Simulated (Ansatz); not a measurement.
Input for Ansatz (development build ahead of 0.2.0):

```yaml
crystal:
  periodic: [false, false, false]
  atoms:
    - { symbol: O, position_ang: [1.13012, -0.04551, 0.00645] }
    - { symbol: C, position_ang: [0.31044, 1.11229, 0.00648] }
    - { symbol: C, position_ang: [-0.961, 0.69952, -0.04736] }
    - { symbol: C, position_ang: [-0.91075, -0.71735, -0.0152] }
    - { symbol: C, position_ang: [0.39978, -1.0699, -0.00383] }
    - { symbol: H, position_ang: [0.81324, 2.0251, -0.01102] }
    - { symbol: H, position_ang: [-1.83033, 1.35536, -0.04294] }
    - { symbol: H, position_ang: [-1.85202, -1.37287, -0.03824] }
    - { symbol: H, position_ang: [0.90155, -2.0588, -0.01565] }
basis:
  gaussian: { orbitals: STO-3G }
hamiltonian:
  xc: hf
correlation:
  method: mp2
  frozen_orbitals: { C: 1, H: 0, O: 1 }
```

The input is written out in the form of the current development build from the run's settings.

Results

```yaml
Converged: yes
Reference_energy: -225.72474 hartree
Correlation_energy: -0.27843 hartree
Total_energy: -226.00317 hartree
Spin_squared_of_the_determinant: 0.000
```

Caution: no unrestricted run beside it, a lower state can exist.
